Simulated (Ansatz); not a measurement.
Z-matrix (Å, degrees):
```
N
H 1 1.0241
H 1 1.0241 2 120.00
H 1 1.0241 2 120.00 3 179.97
```
Charge +1, spin multiplicity 2.

The numbers are results of frozen-core CCSD(T)/def2-TZVPP // PBE0-D3(BJ)/def2-TZVP (Ansatz, a program for electronic structure), not measurements.

| Item | Result |
|---|---|
| HF energy | -55.90523 Ha |
| MP2 correlation energy | -0.17752 Ha |

Q: Estimate the CCSD correlation energy, the (T) correction, the total energy and the T1 diagnostic.

A: 
| Property | Value |
|---|---|
| CCSD correlation energy | -0.19662 Ha |
| (T) correction | -0.00457 Ha |
| CCSD(T) total energy | -56.10642 Ha |
| T1 diagnostic | 0.007 |
